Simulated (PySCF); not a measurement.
C$_{2}$F$_{3}$N, singlet, at a GFN2-xTB geometry; HF/def2-SV(P) (PySCF).

PySCF was given this input:
```python
from pyscf import gto, scf

mol = gto.M(
    atom='''
C    -0.000324    0.003260   -0.307768
C     0.001231   -0.012387    1.169363
F    -0.008066    1.253823   -0.776566
F     1.081443   -0.608086   -0.797436
F    -1.075871   -0.620639   -0.795299
N     0.002429   -0.024446    2.307734
''',
    basis='def2-sv(p)',
    charge=0,
    spin=0,
    verbose=4,
)

mf = scf.UHF(mol)
mf.kernel()
```

What the program printed (banner, timings and long lists left out):

```
PySCF version 2.14.0

[INPUT] verbose = 4
[INPUT] num. atoms = 6
[INPUT] num. electrons = 46
[INPUT] charge = 0
[INPUT] spin (= nelec alpha-beta = 2S) = 0
[INPUT] symmetry False subgroup None
[INPUT] Mole.unit = angstrom
[INPUT] Symbol           X                Y                Z      unit          X                Y                Z       unit  Magmom
[INPUT]  1 C     -0.000324000000   0.003260000000  -0.307768000000 AA   -0.000612271264   0.006160507166  -0.581597229905 Bohr   0.0
[INPUT]  2 C      0.001231000000  -0.012387000000   1.169363000000 AA    0.002326252859  -0.023408037505   2.209775810200 Bohr   0.0
[INPUT]  3 F     -0.008066000000   1.253823000000  -0.776566000000 AA   -0.015242530921   2.369382078681  -1.467497057649 Bohr   0.0
[INPUT]  4 F      1.081443000000  -0.608086000000  -0.797436000000 AA    2.043631089328  -1.149116000182  -1.506935641869 Bohr   0.0
[INPUT]  5 F     -1.075871000000  -0.620639000000  -0.795299000000 AA   -2.033101535362  -1.172837732224  -1.502897297140 Bohr   0.0
[INPUT]  6 N      0.002429000000  -0.024446000000   2.307734000000 AA    0.004590144757  -0.046196244841   4.360985228347 Bohr   0.0

nuclear repulsion = 231.590146213412
number of shells = 36
number of NR pGTOs = 144
number of NR cGTOs = 84
basis = def2-sv(p)
ecp = {}

******** <class 'pyscf.scf.uhf.UHF'> ********
method = UHF
initial guess = minao
damping factor = 0
level_shift factor = 0
DIIS = <class 'pyscf.scf.diis.CDIIS'>
diis_start_cycle = 1
diis_space = 8
diis_damp = 0
SCF conv_tol = 1e-09
SCF conv_tol_grad = None
SCF max_cycles = 50
direct_scf = True
direct_scf_tol = 1e-13
number electrons alpha = 23  beta = 23
Set gradient conv threshold to 3.16228e-05
init E= -429.105256050088
cycle= 1 E= -427.808969034305  delta_E=  1.3  |g|= 0.869  |ddm|=    2
cycle= 2 E= -427.970788952996  delta_E= -0.162  |g|= 0.662  |ddm|= 0.959
cycle= 3 E= -428.128617388952  delta_E= -0.158  |g|= 0.0865  |ddm|= 0.48
cycle= 4 E= -428.13223238011  delta_E= -0.00361  |g|= 0.0365  |ddm|= 0.087
cycle= 5 E= -428.132924016861  delta_E= -0.000692  |g|= 0.00784  |ddm|= 0.0497
cycle= 6 E= -428.132969352191  delta_E= -4.53e-05  |g|= 0.00234  |ddm|= 0.0117
cycle= 7 E= -428.13297507144  delta_E= -5.72e-06  |g|= 0.000696  |ddm|= 0.00487
cycle= 8 E= -428.132975715282  delta_E= -6.44e-07  |g|= 0.000365  |ddm|= 0.00119
cycle= 9 E= -428.132976001762  delta_E= -2.86e-07  |g|= 0.000248  |ddm|= 0.000681
cycle= 10 E= -428.132976215305  delta_E= -2.14e-07  |g|= 0.000195  |ddm|= 0.000614
cycle= 11 E= -428.132976393509  delta_E= -1.78e-07  |g|= 0.000177  |ddm|= 0.000565
cycle= 12 E= -428.132976729082  delta_E= -3.36e-07  |g|= 0.000147  |ddm|= 0.00121
cycle= 13 E= -428.132977333043  delta_E= -6.04e-07  |g|= 6.4e-05  |ddm|= 0.00364
cycle= 14 E= -428.13297739934  delta_E= -6.63e-08  |g|= 3.23e-05  |ddm|= 0.00125
cycle= 15 E= -428.132977405274  delta_E= -5.93e-09  |g|= 1.29e-05  |ddm|= 0.000366
cycle= 16 E= -428.132977405805  delta_E= -5.32e-10  |g|= 4.78e-06  |ddm|= 0.000102
Extra cycle  E= -428.132977405822  delta_E= -1.69e-11  |g|= 2.74e-06  |ddm|= 5.97e-06
converged SCF energy = -428.132977405822  <S^2> = 1.0675372e-09  2S+1 = 1
```
